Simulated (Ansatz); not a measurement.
Cohesive energy (eV/atom) along a series of related solids, from LDA (plane waves, PAW; Ansatz, an electronic-structure program); PBEsol (Ansatz, PAW).

| solid | LDA | PBEsol |
|---|---|---|
| hcp Hf | 7.53 | 7.06 |
| bcc Ta | 9.58 | 8.95 |
| bcc W | 10.18 | 9.18 |
| hcp Re | 9.66 | 8.82 |
| hcp Os | 10.31 | ? |
| fcc Ir | 9.30 | 8.39 |
| fcc Au | 4.33 | 3.73 |

Task: Estimate the withheld PBEsol value from the other rows.

Result: One way: carry over the typical difference. The differences PBEsol − LDA of the other rows, in order: -1.00, -0.91, -0.84, -0.63, -0.60, -0.47; median -0.735. hcp Os: 10.31 + (-0.735) = 9.58 eV/atom; the run gives 9.49 eV/atom. The differences spread from -1.00 to -0.47, so such an estimate is rough.

Members of the series are missing where a level wasn't run or failed, where a doubt is noted on the run or the magnetic state, for phases of high temperature or layered ones, and where values are held back for tests. The withheld row was drawn at random.

Ansatz's runs of these crystals have no spin polarisation.

Spin–orbit coupling is left out, also for the solids with elements from indium on (hcp Hf, bcc Ta, bcc W, hcp Re, hcp Os, fcc Ir, fcc Au); its size isn't shown.

Free atoms are spin-polarised, in the lowest state found; at levels without +SOC their spin–orbit coupling is left out. Each level is taken at its own relaxed cell. Ansatz's density-functional and Hartree–Fock values are scalar-relativistic unless marked +SOC, with PAW data made under PBE.
